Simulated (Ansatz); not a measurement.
`[F][Mg][Cl]` + H₂ → `[MgH][Cl]` + H–F at 500 K and 1 bar (hydrogenolysis of a Mg–F bond).

Program: Ansatz. Geometries: PBE0-D4/def2-TZVP. ΔE: electronic, gas phase. CCSD(T)/CBS adds triple-zeta CCSD(T) − MP2 to the extrapolated MP2 energy (def2 sets, frozen cores). This one scheme is used for every species. For Mg outer-core shells are correlated without core-valence functions, which leaves a few kJ/mol of doubt a bond.

| species | CCSD(T)/CBS energy (Eh) | H − E (kJ/mol) | S (J/(mol·K)) |
| --- | --- | --- | --- |
| `[F][Mg][Cl]` | -759.61026 | 33.4 | 294.5 |
| H₂ | -1.17544 | 41.0 | 145.5 |
| `[MgH][Cl]` | -660.33122 | 38.4 | 266.3 |
| H–F | -100.39570 | 39.4 | 188.7 |

H − E and S are ideal-gas, rigid-rotor, harmonic terms from PBE0-D4/def2-TZVP. The MP2-based limit puts H₂ 0.8 mEh under its directly extrapolated value; such offsets cancel only in part. 1 Eh = 2625.50 kJ/mol, R = 8.31446 J/(mol·K).

Question: By hand: ΔE, ΔH, ΔS and ΔG.

Answer: ΔE = (-660.33122) + (-100.39570) − (-759.61026) − (-1.17544) = 0.05878 Eh = 154.3 kJ/mol. Δ(H − E) = 38.4 + 39.4 − 33.4 − 41.0 = 3.4, so ΔH = 157.7 kJ/mol. ΔS = 266.3 + 188.7 − 294.5 − 145.5 = 15.0 J/(mol·K). ΔG = 157.7 − 500 × (15.0)/1000 = 150.2 kJ/mol.

Question: By hand: the equilibrium constant, and the temperature at which ΔG would vanish if ΔH and ΔS stayed fixed.

Answer: log₁₀ K = −ΔG/(RT ln 10) = -15.7. ΔG = 0 at ΔH/ΔS = 10513 K, far beyond where these terms or the molecules hold.

ΔH outweighs TΔS. A doubt of 5 kJ/mol in ΔE shifts log₁₀ K by 0.5 here. These are equilibria of isolated gas molecules and say nothing of rates. Largest T1 diagnostic: 0.010 (customary marks: 0.02 for closed shells, 0.045 for open ones).
